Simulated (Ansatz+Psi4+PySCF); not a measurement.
```yaml
atoms:
  - { symbol: Al, position_ang: [0.0000, 0.0000, 0.0022] }
  - { symbol: H, position_ang: [0.0000, 0.0000, 1.9778] }
```

Basis set: cc-pVTZ on H; cc-pV(T+d)Z on Al (spherical functions). Frozen core: 5 orbitals. Charge 0, multiplicity 1.

Computed with Ansatz (development build ahead of 0.2.0) and Psi4 1.11; each method stands on the lowest determinant of its kind that the runs found. Restricted open shells among the atoms or ions are ROHF, correlated in semicanonical orbitals with singles.

(1) Give the vertical ionization energy (product with multiplicity 2 at the same shape, open shells in the same class of orbitals) of singlet AlH by RHF-MP2, RHF.

## Answers

(1)

```csv
method,ionization energy
RHF-MP2,8.12 eV
RHF,7.54 eV
```

Caution: unrestricted orbitals would lower the determinant. Caution for RHF-MP2: bonds are stretched, where a single reference can fail.
